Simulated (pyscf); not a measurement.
Structures and frequencies: ωB97X-D3(BJ)/def2-SVP in PySCF.

For HS–GeH₂–Cl (SMILES [SH][GeH2][Cl]) + H₂ (SMILES [H][H]) → HS–GeH₃ (SMILES [SH][GeH3]) + HCl (SMILES Cl), a four-centre exchange (singlet surface; Cl–Ge, H–H broken, Ge–H, Cl–H formed), PBE/def2-TZVP gives ΔE‡ = 43.4 kcal/mol and ΔE = +13.8 kcal/mol (zero: the separated reactants). In which direction and how far do r²SCAN/def2-TZVP, B3LYP-D3(BJ)/def2-TZVP, ωB97M-D3(BJ)/def2-TZVP move these?

r²SCAN: ΔE‡ = 46.6 kcal/mol, ΔE = +15.2 kcal/mol; B3LYP-D3(BJ): ΔE‡ = 48.6 kcal/mol, ΔE = +14.7 kcal/mol; ωB97M-D3(BJ): ΔE‡ = 50.3 kcal/mol, ΔE = +13.4 kcal/mol. PBE's barrier lies under all of them, by 3.2 to 6.9 kcal/mol. Its reaction energy lies among theirs. This is the saddle that the search found; another between the same sides may lie lower. Elements up to Kr have no core potential and no relativistic terms here.
